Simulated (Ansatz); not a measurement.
Mg3O2: from a trial structure to a relaxed crystal

Computed with DFT PBE, scalar-relativistic, plane waves, PAW in Ansatz 0.2.0. Cutoff 420 eV, Γ-centred k mesh, Gaussian smearing, no spin polarisation in the final step.

The start is a random cell of Mg3O2 with space group R32 (No. 155), drawn with lower limits on the distances.

```
CELL_PARAMETERS angstrom
2.65610 1.53350 3.29421
-2.65610 1.53350 3.29421
0.00000 -3.06700 3.29421
ATOMIC_POSITIONS crystal
Mg 0.66667 0.33333 0.00000
Mg 0.33333 0.00000 0.66667
Mg 0.00000 0.66667 0.33333
O 0.75000 0.75000 0.75000
O 0.25000 0.25000 0.25000
```

Cell and atoms relax at zero pressure; the relaxation can't lower the symmetry of the start. After a coarse first stage the cell is made exact in the group found at 0.06 Å.

The zero of energy is the elements' standard structures at the same level (O₂ as a molecule); no fitted shifts are applied.

Question: Describe the relaxed structure.

Answer: It keeps R32 (No. 155). Conventional cell: a = 5.616 Å, c = 13.301 Å. Mg is coordinated by 2 O at 1.90 Å; O is coordinated by 3 Mg at 1.90 Å.

```xyz
5
Lattice="2.8082 1.6213 4.4336 -2.8082 1.6213 4.4336 0.0000 -3.2427 4.4336" Properties=species:S:1:pos:R:3 pbc="T T T"
Mg    0.9997    1.6213    4.4336
Mg    0.9043   -1.6764    4.4336
Mg   -1.9039    0.0551    4.4336
O     0.0000    0.0000    8.8651
O     0.0000    0.0000    4.4357
```

Question: What are its volume, energy, density and gap?

Answer: The volume per atom is 24.2 Å³. The density is 1.4 g/cm³. The energy over the elements is -1.606 eV/atom and the gap on the 6×6×6 mesh is 1.61 eV.

The final run used a 6×6×6 mesh on its 5-atom cell and 0.02 eV smearing. No dispersion correction is applied, so the spacing between layers, chains or molecules is poorly fixed, and with it the volume and density. Symmetry constrained the relaxation, so the result can be a saddle point.

Cost: 2 runs of about 1.5 core-minutes in all, on Intel Xeon 6975P-C (Granite Rapids) (shared hosts).